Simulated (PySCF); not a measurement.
Compound: 2-methyl-1-propanol, C₄H₁₀O.
SMILES with atom numbers: `[CH3:1][CH:2]([CH3:3])[CH2:4][OH:5]` (hydrogens: H6, H7, H8 on C1; H9 on C2; H10, H11, H12 on C3; H13, H14 on C4; H15 on O5)

A GFN2-xTB structure was refined with PySCF 2.14.0, PBE0-D3(BJ)/def2-TZVP geometry optimisation, gas phase. Its GFN2-xTB values:

| coordinate | GFN2-xTB |
| --- | --- |
| C1–C2 | 1.526 Å |
| C1–H6 | 1.087 Å |
| C2–C4 | 1.535 Å |
| C2–H9 | 1.098 Å |
| C4–O5 | 1.408 Å |
| C4–H13 | 1.092 Å |
| O5–H15 | 0.964 Å |
| C1–C2–C3 | 111.1° |
| C1–C2–C4 | 110.1° |
| C2–C4–O5 | 113.2° |
| C3–C2–C4 | 110.3° |
| C1–C2–C4–O5 | 62° |

How do these coordinates change at the PBE0-D3(BJ)/def2-TZVP level?

```json
{"coordinate": "C2–C4", "PBE0-D3(BJ)/def2-TZVP (Å or °)": "1.522", "change": "-0.013"}
{"coordinate": "C1–C2", "PBE0-D3(BJ)/def2-TZVP (Å or °)": "1.520", "change": "-0.006"}
{"coordinate": "C1–H6", "PBE0-D3(BJ)/def2-TZVP (Å or °)": "1.093", "change": "+0.006"}
{"coordinate": "C4–O5", "PBE0-D3(BJ)/def2-TZVP (Å or °)": "1.412", "change": "+0.004"}
{"coordinate": "O5–H15", "PBE0-D3(BJ)/def2-TZVP (Å or °)": "0.961", "change": "-0.003"}
{"coordinate": "C4–H13", "PBE0-D3(BJ)/def2-TZVP (Å or °)": "1.095", "change": "+0.003"}
{"coordinate": "C2–H9", "PBE0-D3(BJ)/def2-TZVP (Å or °)": "1.100", "change": "+0.002"}
{"coordinate": "C1–C2–C4", "PBE0-D3(BJ)/def2-TZVP (Å or °)": "111.3", "change": "+1.2"}
{"coordinate": "C2–C4–O5", "PBE0-D3(BJ)/def2-TZVP (Å or °)": "113.8", "change": "+0.6"}
{"coordinate": "C1–C2–C3", "PBE0-D3(BJ)/def2-TZVP (Å or °)": "111.6", "change": "+0.5"}
{"coordinate": "C3–C2–C4", "PBE0-D3(BJ)/def2-TZVP (Å or °)": "110.0", "change": "-0.3"}
{"coordinate": "C1–C2–C4–O5", "PBE0-D3(BJ)/def2-TZVP (Å or °)": "59", "change": "-3"}
```

The energy falls by 1.5 kJ/mol over 7 energy and gradient evaluations, the largest force component goes from 0.0100 to 1.7e-04 Eh/bohr, and the atoms move by 0.036 Å rms after alignment. The bond that changes most is C2–C4 (sp3 CH carbon to carbinol carbon (C–OH)), which shortens by 0.013 Å. Bonds longer at the end by more than 0.005 Å: 4 of 14; shorter: 2. Rotational constants go from 7625, 3513, 2682 to 7618, 3526, 2679 MHz.

The run used 215 basis functions and 47 SCF cycles in all. Time: 86 s of wall time; peak memory 0.89 GiB. Hardware: one thread of an Arm Neoverse V2, no GPU, shared host.

Whether it is a minimum is left open (no frequencies). One conformer, not necessarily the lowest.

The values belong to the conformer `[CH3:1][CH:2]([CH3:3])[CH2:4][OH:5]`: C1–C2–C4–O5 59°, H–O5–C4–C2 63°.
